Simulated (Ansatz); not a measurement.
# SiH4, singlet: reading a ladder of total energies

Geometry: a PBE0/def2-TZVP stationary point for this spin, not checked as a minimum.

```json
{"atom": "Si", "x (Å)": "0.0000", "y (Å)": "0.0000", "z (Å)": "0.0000"}
{"atom": "H", "x (Å)": "0.8558", "y (Å)": "0.8587", "z (Å)": "0.8568"}
{"atom": "H", "x (Å)": "-0.8596", "y (Å)": "-0.8544", "z (Å)": "0.8574"}
{"atom": "H", "x (Å)": "-0.8547", "y (Å)": "0.8555", "z (Å)": "-0.8611"}
{"atom": "H", "x (Å)": "0.8584", "y (Å)": "-0.8599", "z (Å)": "-0.8531"}
```

Basis cc-pVDZ; Ansatz 0.2.0. Only valence electrons are correlated (noble-gas cores frozen), which leaves 8 electrons in 33 orbitals. R marks a restricted (for open shells ROHF) determinant.

Full CI is exact within this basis and frozen core; it isn't the basis-set limit.

Runs differ by some tens of microhartree through their thresholds, so steps under 0.03 kcal/mol mean nothing.

| level | total energy (hartree) |
| --- | --- |
| RHF | -291.242904 |
| RMP2 | -291.359304 |
| RCCSD | -291.390304 |
| RCCSD(T) | -291.392750 |
| RCCSDT | -291.393337 |
| RCCSDT(Q) | -291.393398 |
| RCCSDTQ | -291.393409 |
| full CI | -291.393408 |

Question: What is the correlation energy at full CI, and what share of it do RMP2 and RCCSD recover?

Answer: E(corr) = -291.393408 − (-291.242904) = -0.150504 hartree = -4.095 eV. RMP2: -0.116400 / -0.150504 = 77.34 %. RCCSD: -0.147400 / -0.150504 = 97.94 %.

Question: By how many kcal/mol does RCCSD(T) miss full CI (1 hartree = 627.509 kcal/mol), and which steps make up the rest?

Answer: -291.392750 − (-291.393408) = 0.000658 hartree = 0.41 kcal/mol. Steps: RCCSDT − RCCSD(T) = -0.37, RCCSDT(Q) − RCCSDT = -0.04, RCCSDTQ − RCCSDT(Q) = -0.01, full CI − RCCSDTQ = 0.00 kcal/mol. That is within 1 kcal/mol of the reference in this basis, which itself misses far more of the correlation at the basis-set limit.
